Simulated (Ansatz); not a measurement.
Born–Oppenheimer molecular dynamics of CH₃N₂ (6 atoms, charge 1, multiplicity 1). It starts from a relaxed structure.

Theory: Ansatz 0.2.0, RKS r2SCAN-D4/cc-pVDZ.

```json
{
  "ensemble": "NVT, Langevin thermostat",
  "time step": "0.5 fs",
  "steps asked": "100",
  "set temperature": "1000 K",
  "friction": "0.005 /fs",
  "seed": "788418"
}
```

First frame:

```xyz
6
Properties=species:S:1:pos:R:3
N -1.117 -0.508 -0.792
C -0.217 -0.098 -0.154
N 0.869 0.255 0.419
H -2.138 -0.467 -0.803
H 1.265 -0.309 1.176
H 1.337 1.127 0.154
```

How far do the bonds stretch over the last three quarters of this one trajectory? (Pairs bonded in most of those frames.)


| bond | mean (Å) | spread (Å) | shortest | longest |
| --- | --- | --- | --- | --- |
| N1–C2 | 1.179 | 0.021 | 1.15 | 1.22 |
| N1–H4 | 1.020 | 0.016 | 0.99 | 1.06 |
| C2–N3 | 1.296 | 0.020 | 1.25 | 1.33 |
| N3–H5 | 1.031 | 0.025 | 0.99 | 1.08 |
| N3–H6 | 1.027 | 0.025 | 0.98 | 1.08 |

Mean temperature of the second half: 659 K. The mean temperature of the second half is 34 % below the set value. A run of 0.05 ps of so small a system gives no equilibrium averages. Limits of this set-up: the dipole of an ion depends on the origin.

Run time: 2.5 min on 1 thread of Arm Neoverse V2, on a shared host, peak memory 0.1 GiB.
